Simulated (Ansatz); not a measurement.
# H3OSi: a saddle search, and a look at its input

Aim: a saddle search from the structure below. Read the input with care, then see what the program makes of it. The step meant is a 1,2-shift at charge 0 and multiplicity 2, which changes H1–O3, H1–Si2.

The runs use Ansatz 0.2.0, Gaussian basis; PBE0-D4/def2-SVP.

1 further run of the same task is left out (it didn't finish).

**1. The structure**

```
H    -1.1754   -0.8503   -0.2080
Si    0.0256    0.3111    0.1452
O    -0.0801   -1.1333   -0.6119
H     0.7838    0.2634    1.3905
H     0.4462    1.4092   -0.7157
```

**2. The run**

Contents of run/in.yaml:

```yaml
crystal:
  periodic: [false, false, false]
  atoms:
    - {symbol: H, position_ang: [-1.175400, -0.850300, -0.208000]}
    - {symbol: Si, position_ang: [0.025600, 0.311100, 0.145200]}
    - {symbol: O, position_ang: [-0.080100, -1.133300, -0.611900]}
    - {symbol: H, position_ang: [0.783800, 0.263400, 1.390500]}
    - {symbol: H, position_ang: [0.446200, 1.409200, -0.715700]}
basis:
  gaussian: {orbitals: def2-SVP}
magnetization: {spin_polarized: true, initial_magnetization: 1}
hamiltonian: {xc: pbe0, dispersion: d4}
saddle:
  max_steps: 30
```

Started as:

```console
$ ansatz run in.yaml --threads 2 --pin off --events-out ev --progress --plain --max-ram 4352MiB
```

Before running it: what results should come out? Wanted: outcome.

As calculated:

```
   quantity          value
    outcome      converged
      fault  no mode guess
steps taken              6
```

What this shows: The run ended normally, yet its numbers don't answer the question that was meant. No guess of the unstable mode was given, so the search starts along a random direction and may reach another saddle than the intended one. The cure: give a mode_guess along the bonds that change.
